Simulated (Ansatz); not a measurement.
C2H7NS can be A, `CNCS`, or B, `CSCN`.

Calculated with Ansatz (gas phase, PBE0-D4/def2-TZVP geometries, no zero-point term in ΔE). CCSD(T)/CBS is the MP2 limit (def2-TZVPP, def2-QZVPP) plus CCSD(T) − MP2 in def2-TZVPP, frozen cores. Functionals use def2-TZVPP. B3LYP here is the variant with VWN-RPA as its local correlation; programs differ in this. Each species was taken in one conformer, which may not be the lowest.

(1) Which isomer does CCSD(T)/CBS put lower? Give the gap. (An estimate is asked.)

(2) Give E(B) − E(A) in kJ/mol with LDA (SPW92), PBE0-D4, B3LYP, r2SCAN-D4, HF/def2-TZVPP, ωB97M-V, CCSD(T)/def2-TZVPP. (Best estimate.)

(3) Does the order hold for the free energy at 298.15 K (harmonic terms from PBE0-D4)? (An estimate is asked.)

Largest T1 diagnostic: 0.010.

Results:

(1) Ansatz gave: B, by 36.4 kJ/mol.

(2) Computed: LDA (SPW92) -36.0, PBE0-D4 -38.2, B3LYP -34.8, r2SCAN-D4 -40.3, HF/def2-TZVPP -27.3, ωB97M-V -36.4, CCSD(T)/def2-TZVPP -33.5. None reverses the order clearly.

(3) The calculation gave: Yes: G(B) − G(A) = -31.0 kJ/mol, for one conformer each.

In def2-TZVPP, CCSD(T) changes the Hartree–Fock value by −6.2 kJ/mol (the triples alone add −2.0 kJ/mol) and MP2 by −10.0 kJ/mol. At CCSD(T), def2-SVP lies +14.6 kJ/mol from the extrapolated value and def2-TZVPP +2.9 kJ/mol.
